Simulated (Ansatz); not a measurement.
Input file:

```yaml
crystal:
  periodic: [false, false, false]
  atoms:
    - {symbol: Ge, position_ang: [0.000000, 0.000000, 0.000000]}
    - {symbol: Ge, position_ang: [0.000000, 0.000000, 3.364000]}
basis:
  gaussian: {orbitals: STO-3G}
total_charge: 1
magnetization: {spin_polarized: false, initial_magnetization: 1}
correlation: {method: fic_mrcisd_q, electrons: all, active_space: {window: {electrons: 1, orbitals: 2}, states: [{multiplicity: 2, weights: [1, 1]}]}}
```

```sh
$ ansatz run in.yaml --threads 1 --pin off --events-out ev --progress --plain --max-ram 2393MiB
```

The program prints:

```
393 factors; integrals over basis functions are off by at most 3.6e-8 eV
mean field evaluation 1: about -111650.8418 eV, gradient 2.4e0 eV
mean field evaluation 2: about -111650.8434 eV, gradient 2.4e0 eV
mean field evaluation 4: about -111650.8935 eV, gradient 4.5e-2 eV
mean field evaluation 8: about -111650.8935 eV, gradient 1.7e-3 eV
mean field evaluation 16: about -111651.9967 eV, gradient 9.4e-1 eV
mean field evaluation 32: about -111650.8935 eV, gradient 1.5e-6 eV
mean field evaluation 64: about -111650.6729 eV, gradient 2.7e0 eV
mean field evaluation 96: about -111650.2277 eV, gradient 2.7e-2 eV
mean field -111652.03180780 eV, -4103.1364884714 hartree, gradient 4.3e-6 eV, S^2 0.750000; 14 other end points of the search recorded, 0 dependent functions left out
reference -111650.89351880 eV, -4103.0946571220 hartree; 32, 31 occupied and 4, 5 virtual orbitals, 393 factors
state -111652.03162675 eV, -4103.1364818178 hartree
state -111652.03162675 eV, -4103.1364818178 hartree
contracted CI cycle   1: correlation 0.00000000 eV, 0.0000000000 hartree, residual 6.24e0 eV
contracted CI cycle   2: correlation -1.67560544 eV, -0.0615773642 hartree, residual 2.34e0 eV
...
contracted CI cycle   7: correlation -1.88342466 eV, -0.0692145796 hartree, residual 3.83e-1 eV
contracted CI cycle   8: correlation -1.88607287 eV, -0.0693118994 hartree, residual 2.09e-1 eV
contracted CI cycle   9: correlation -1.88711294 eV, -0.0693501213 hartree, residual 1.42e-1 eV
contracted CI cycle  10: correlation -1.88751662 eV, -0.0693649564 hartree, residual 6.02e-2 eV
contracted CI cycle  11: correlation -1.88763966 eV, -0.0693694782 hartree, residual 4.26e-2 eV
contracted CI cycle  12: correlation -1.88767245 eV, -0.0693706830 hartree, residual 1.86e-2 eV
contracted CI cycle  13: correlation -1.88768253 eV, -0.0693710533 hartree, residual 1.37e-2 eV
contracted CI cycle  14: correlation -1.88768648 eV, -0.0693711987 hartree, residual 8.87e-3 eV
contracted CI cycle  15: correlation -1.88768835 eV, -0.0693712673 hartree, residual 5.70e-3 eV
contracted CI cycle  16: correlation -1.88768904 eV, -0.0693712926 hartree, residual 3.71e-3 eV
state -111652.03162675 eV, -4103.1364818178 hartree; corrected -111654.28790840 eV, -4103.2193986392 hartree
state -111652.03162675 eV, -4103.1364818178 hartree; corrected -111654.28790840 eV, -4103.2193986392 hartree
Total energy: -111654.28790840 eV, -4103.2193986392 hartree
```

Natural occupations, averaged over the states: 0.5000 0.5000.

Ran on 1 thread of Arm Neoverse V1, shared host: 7 s wall, 0.19 GiB peak host memory.
